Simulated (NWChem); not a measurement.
# What BNH4 (SMILES BN) costs in NWChem

BNH4: 6 atoms, total charge 0, spin state singlet. SMILES: `BN`. One bond was lengthened or shortened from a relaxed shape.

```xyz
6

B    -0.1694   -0.8832   -0.0311
N     0.1461    0.6774    0.0108
H     0.1846   -1.5716    0.8820
H    -0.7532   -1.3323   -0.9747
H    -0.1216    1.3137   -0.7208
H     0.6320    1.1214    0.7713
```

Program: NWChem 7.3.0. Hardware: 1 thread of Intel Xeon Platinum 8259CL at 2.50GHz (Skylake/Cascade Lake), shared host, so times are rough. Two-electron integrals are exact unless an approximation is named.

(1) Estimate their order by wall time, quickest first.
A. energy at wB97X/def2-TZVPP, grid fine
B. energy at B3LYP/6-31G* (spherical functions), grid xfine
C. energy at B2PLYP/def2-TZVPP, 2 core orbitals frozen, grid fine
D. energy at HF/3-21G

## Answers

(1) D (0.97 s), B (9.3 s), C (28 s), A (2 min).
